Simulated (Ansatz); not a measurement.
# Other spins and charges of Ge–B–PH, quartet at one geometry

Geometry (PBE0/def2-TZVP stationary point for this spin, not checked as a minimum):

```
atom   x (Å)    y (Å)    z (Å)
  Ge  0.0000  -0.3114   2.4685
   B  0.0000  -0.2886   0.5103
   P  0.0000  -0.4075  -1.3979
   H  0.0000   1.0075  -1.5809
```

Basis cc-pVDZ; Ansatz 0.2.0. Only valence electrons are correlated (noble-gas cores and the filled d shells of p-block atoms frozen). Prefix R: restricted or restricted open-shell reference; prefix U: unrestricted. No spin–orbit coupling is included, and no scalar relativity.

Gaps are energies of the second state less the first, at fixed atoms, for a selection of the levels run; each method lands on the state that its own search finds for that charge and spin.

Unrestricted rows (U, and Kohn–Sham where it breaks symmetry) aren't spin-pure: their determinants' ⟨S²⟩ exceeds S(S+1) by up to 0.19, so they mix in states of higher spin. For open shells CISD is restricted-active-space CI with the open shells as a complete middle space. A value is left out where its run failed or describes another state than the reference as far as symmetry and spin tell, or, spin-broken singlets apart, can't be checked.

**Question.** PBE gives 7.614 eV for removing an electron, to the triplet. Estimate what UCCSDT(Q) gives in cc-pVDZ.

**Answer.** UCCSDT(Q) in cc-pVDZ gives 7.443 eV, so against it PBE is off by 0.171 eV, of which a good part can be the reference's own basis and frozen-core error.

| level | gap (eV) | error (meV) | ⟨S²⟩ where 0.1 over S(S+1) (first / second) |
| --- | --- | --- | --- |
| UHF | 7.191 | -252 | – / 2.19 |
| UMP2 | 7.533 | 90 | – / – |
| CISD | 7.399 | -44 | – / – |
| UCCSD(T) | 7.446 | 3 | – / – |
| UCCSDT | 7.442 | -1 | – / – |
| r2SCAN | 7.862 | 419 | – / – |
| PBE0 | 7.727 | 284 | – / – |
| B2PLYP | 7.500 | 57 | – / – |
| RPA-PBE | 7.463 | 20 | – / – |

**Question.** PBE gives 3.219 eV for sextet less quartet. Estimate what UCCSDT(Q) gives in cc-pVDZ.

**Answer.** UCCSDT(Q) in cc-pVDZ gives 3.052 eV, so against it PBE is off by 0.167 eV, of which a good part can be the reference's own basis and frozen-core error.

| level | gap (eV) | error (meV) |
| --- | --- | --- |
| UHF | 2.366 | -686 |
| UMP2 | 3.004 | -48 |
| CISD | 2.852 | -200 |
| UCCSD | 3.013 | -39 |
| UCCSD(T) | 3.052 | 0 |
| BCCD(T) | 3.063 | 11 |
| r2SCAN | 3.095 | 43 |
| PBE0 | 3.162 | 110 |
| B3LYP | 3.400 | 348 |
| wB97M-V | 3.382 | 330 |

In so small a basis the reference is far from its limit while semilocal and hybrid functionals are nearer theirs (RPA and double hybrids share part of the reference's basis error), so the functionals' errors here hold much of the reference's basis and frozen-core error, which can add to them or hide them.

Full CI isn't at hand for all of this; UCCSDT(Q) serves as the reference, and is uncertain by the last step of the cluster series or more. The frozen core follows each run's orbitals, which can shift R against U totals by a few meV for light atoms and by up to 0.1 eV past Ca.
